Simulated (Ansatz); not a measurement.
```yaml
crystal:
  periodic: [false, false, false]
  atoms:
    - {symbol: B, position_ang: [-1.002971, 0.182913, -0.642538]}
    - {symbol: B, position_ang: [0.324573, 0.033139, 0.360837]}
    - {symbol: O, position_ang: [1.391762, -0.754733, 0.073514]}
    - {symbol: H, position_ang: [-1.975391, -0.508287, -0.516977]}
    - {symbol: H, position_ang: [-1.080944, 1.050077, -1.467807]}
    - {symbol: H, position_ang: [0.330014, 0.663048, 1.398386]}
    - {symbol: H, position_ang: [2.074156, -0.734258, 0.748986]}
basis:
  gaussian: {orbitals: def2-SVP}
hamiltonian: {xc: {name: LC-wPBE}}
scf: {lower_state_search: light}
```

```sh
$ ansatz run in.yaml --threads 2 --pin off --events-out ev --progress --plain --max-ram 4352MiB
```

It prints (some lines left out):

```
Functional definition: LC-wPBE
683 factors; their error is unknown
206 factors; integrals over basis functions are off by at most 3.0e-5 eV
mean field evaluation 1: about -3456.9916 eV, gradient 3.7e1 eV
mean field evaluation 2: about -3456.9927 eV, gradient 4.0e1 eV
mean field evaluation 4: about -3459.6093 eV, gradient 6.8e-1 eV
mean field evaluation 8: about -3459.5976 eV, gradient 7.6e-2 eV
mean field -3459.59765415 eV, -127.1378687904 hartree, gradient 7.1e-5 eV, S^2 0.000000; 0 other end points of the search recorded, 0 dependent functions left out
reference -3459.59765415 eV, -127.1378687906 hartree; 11, 11 occupied and 51, 51 virtual orbitals, 683 factors
Total energy: -3459.59765415 eV, -127.1378687906 hartree
```

It took 0.55 s on 2 threads of an Arm Neoverse V2 on a shared host, with 0.3 GiB of host memory at the peak.
